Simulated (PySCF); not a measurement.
Bond stretch in SMILES FB(F)F (BF3). The B1–F4 bond (B1 also carries F, F; F4 carries nothing else) is varied alone, starting from the PBE0/def2-TZVP optimised geometry.

Levels: RKS-PBE = restricted PBE/cc-pVDZ in PySCF 2.14.0; UKS-PBE = unrestricted PBE/cc-pVDZ in PySCF 2.14.0; UKS-M06-2X = unrestricted M06-2X/cc-pVDZ (PySCF 2.14.0); UCCSD(T) = PySCF 2.14.0 with CCSD(T) on UHF/cc-pVDZ, 4 core orbitals frozen.

Energies relative to the lowest point of each curve near equilibrium, in eV; the last columns give the difference from UCCSD(T):

```json
[
 {"R / Å": "0.98", "RKS-PBE": "6.086", "UKS-PBE": "6.086", "UKS-M06-2X": "5.909", "UCCSD(T)": "6.108", "RKS-PBE − UCCSD(T)": "-0.022", "UKS-PBE − UCCSD(T)": "-0.022", "UKS-M06-2X − UCCSD(T)": "-0.199"},
 {"R / Å": "1.05", "RKS-PBE": "3.278", "UKS-PBE": "3.278", "UKS-M06-2X": "3.123", "UCCSD(T)": "3.271", "RKS-PBE − UCCSD(T)": "0.007", "UKS-PBE − UCCSD(T)": "0.007", "UKS-M06-2X − UCCSD(T)": "-0.147"},
 {"R / Å": "1.11", "RKS-PBE": "1.768", "UKS-PBE": "1.768", "UKS-M06-2X": "1.638", "UCCSD(T)": "1.748", "RKS-PBE − UCCSD(T)": "0.020", "UKS-PBE − UCCSD(T)": "0.020", "UKS-M06-2X − UCCSD(T)": "-0.110"},
 {"R / Å": "1.17", "RKS-PBE": "0.830", "UKS-PBE": "0.830", "UKS-M06-2X": "0.730", "UCCSD(T)": "0.806", "RKS-PBE − UCCSD(T)": "0.024", "UKS-PBE − UCCSD(T)": "0.024", "UKS-M06-2X − UCCSD(T)": "-0.077"},
 {"R / Å": "1.23", "RKS-PBE": "0.297", "UKS-PBE": "0.297", "UKS-M06-2X": "0.230", "UCCSD(T)": "0.276", "RKS-PBE − UCCSD(T)": "0.021", "UKS-PBE − UCCSD(T)": "0.021", "UKS-M06-2X − UCCSD(T)": "-0.046"},
 {"R / Å": "1.28", "RKS-PBE": "0.075", "UKS-PBE": "0.075", "UKS-M06-2X": "0.040", "UCCSD(T)": "0.061", "RKS-PBE − UCCSD(T)": "0.014", "UKS-PBE − UCCSD(T)": "0.014", "UKS-M06-2X − UCCSD(T)": "-0.021"},
 {"R / Å": "1.31", "RKS-PBE": "0.015", "UKS-PBE": "0.015", "UKS-M06-2X": "0.000", "UCCSD(T)": "0.008", "RKS-PBE − UCCSD(T)": "0.007", "UKS-PBE − UCCSD(T)": "0.007", "UKS-M06-2X − UCCSD(T)": "-0.008"},
 {"R / Å": "1.34", "RKS-PBE": "0.000", "UKS-PBE": "0.000", "UKS-M06-2X": "0.006", "UCCSD(T)": "0.000", "RKS-PBE − UCCSD(T)": "0.000", "UKS-PBE − UCCSD(T)": "0.000", "UKS-M06-2X − UCCSD(T)": "0.006"},
 {"R / Å": "1.39", "RKS-PBE": "0.055", "UKS-PBE": "0.055", "UKS-M06-2X": "0.098", "UCCSD(T)": "0.070", "RKS-PBE − UCCSD(T)": "-0.015", "UKS-PBE − UCCSD(T)": "-0.015", "UKS-M06-2X − UCCSD(T)": "0.028"},
 {"R / Å": "1.43", "RKS-PBE": "0.156", "UKS-PBE": "0.156", "UKS-M06-2X": "0.230", "UCCSD(T)": "0.186", "RKS-PBE − UCCSD(T)": "-0.030", "UKS-PBE − UCCSD(T)": "-0.030", "UKS-M06-2X − UCCSD(T)": "0.044"},
 {"R / Å": "1.51", "RKS-PBE": "0.464", "UKS-PBE": "0.464", "UKS-M06-2X": "0.604", "UCCSD(T)": "0.529", "RKS-PBE − UCCSD(T)": "-0.064", "UKS-PBE − UCCSD(T)": "-0.064", "UKS-M06-2X − UCCSD(T)": "0.075"},
 {"R / Å": "1.64", "RKS-PBE": "1.142", "UKS-PBE": "1.142", "UKS-M06-2X": "1.398", "UCCSD(T)": "1.275", "RKS-PBE − UCCSD(T)": "-0.133", "UKS-PBE − UCCSD(T)": "-0.133", "UKS-M06-2X − UCCSD(T)": "0.123"},
 {"R / Å": "1.78", "RKS-PBE": "1.963", "UKS-PBE": "1.963", "UKS-M06-2X": "2.353", "UCCSD(T)": "2.179", "RKS-PBE − UCCSD(T)": "-0.216", "UKS-PBE − UCCSD(T)": "-0.216", "UKS-M06-2X − UCCSD(T)": "0.174"},
 {"R / Å": "1.96", "RKS-PBE": "3.001", "UKS-PBE": "3.001", "UKS-M06-2X": "3.567", "UCCSD(T)": "3.318", "RKS-PBE − UCCSD(T)": "-0.317", "UKS-PBE − UCCSD(T)": "-0.317", "UKS-M06-2X − UCCSD(T)": "0.248"},
 {"R / Å": "2.14", "RKS-PBE": "3.939", "UKS-PBE": "3.939", "UKS-M06-2X": "4.674", "UCCSD(T)": "4.382", "RKS-PBE − UCCSD(T)": "-0.443", "UKS-PBE − UCCSD(T)": "-0.443", "UKS-M06-2X − UCCSD(T)": "0.292"},
 {"R / Å": "2.34", "RKS-PBE": "4.828", "UKS-PBE": "4.828", "UKS-M06-2X": "5.708", "UCCSD(T)": "5.345", "RKS-PBE − UCCSD(T)": "-0.517", "UKS-PBE − UCCSD(T)": "-0.517", "UKS-M06-2X − UCCSD(T)": "0.363"},
 {"R / Å": "2.61", "RKS-PBE": "5.778", "UKS-PBE": "5.758", "UKS-M06-2X": "6.489", "UCCSD(T)": "6.316", "RKS-PBE − UCCSD(T)": "-0.538", "UKS-PBE − UCCSD(T)": "-0.558", "UKS-M06-2X − UCCSD(T)": "0.173"},
 {"R / Å": "2.91", "RKS-PBE": "6.557", "UKS-PBE": "6.363", "UKS-M06-2X": "6.942", "UCCSD(T)": "6.845", "RKS-PBE − UCCSD(T)": "-0.288", "UKS-PBE − UCCSD(T)": "-0.482", "UKS-M06-2X − UCCSD(T)": "0.097"},
 {"R / Å": "3.18", "RKS-PBE": "—", "UKS-PBE": "6.687", "UKS-M06-2X": "7.182", "UCCSD(T)": "7.002", "RKS-PBE − UCCSD(T)": "—", "UKS-PBE − UCCSD(T)": "-0.315", "UKS-M06-2X − UCCSD(T)": "0.179"},
 {"R / Å": "3.56", "RKS-PBE": "—", "UKS-PBE": "6.952", "UKS-M06-2X": "7.340", "UCCSD(T)": "7.072", "RKS-PBE − UCCSD(T)": "—", "UKS-PBE − UCCSD(T)": "-0.120", "UKS-M06-2X − UCCSD(T)": "0.268"},
 {"R / Å": "3.92", "RKS-PBE": "—", "UKS-PBE": "7.091", "UKS-M06-2X": "7.392", "UCCSD(T)": "7.094", "RKS-PBE − UCCSD(T)": "—", "UKS-PBE − UCCSD(T)": "-0.003", "UKS-M06-2X − UCCSD(T)": "0.298"},
 {"R / Å": "4.56", "RKS-PBE": "—", "UKS-PBE": "7.207", "UKS-M06-2X": "7.420", "UCCSD(T)": "7.103", "RKS-PBE − UCCSD(T)": "—", "UKS-PBE − UCCSD(T)": "0.104", "UKS-M06-2X − UCCSD(T)": "0.318"}
]
```

RKS-PBE is furthest from UCCSD(T) at 2.61 (-0.538 eV, below); its mean absolute difference over the points is 0.149 eV.

UKS-PBE is furthest from UCCSD(T) at 2.61 (-0.558 eV, below); its mean absolute difference over the points is 0.156 eV.

UKS-M06-2X is furthest from UCCSD(T) at 2.34 (0.363 eV, above); its mean absolute difference over the points is 0.150 eV.

Dashes: no converged value, or the column stops at the first point that the program doubted or that broke a chosen test of continuity, which isn't proof of a fault.

The restricted form behind RKS-PBE keeps the bonding electrons paired and can't separate into open-shell fragments. The unrestricted determinant behind UKS-PBE is spin-contaminated at 2.61 to 4.56 Å (<S²> up to 0.8, against 0.00 for a pure singlet). At the longest distance UKS-PBE leaves fractional charges on the fragments, a sign of delocalisation error or of the restricted form. The unrestricted determinant behind UKS-M06-2X is spin-contaminated at 2.34 to 4.56 Å (<S²> up to 1.0, against 0.00 for a pure singlet). The unrestricted determinant behind UCCSD(T) is spin-contaminated at 2.14 to 4.56 Å (<S²> up to 1.0, against 0.00 for a pure singlet).
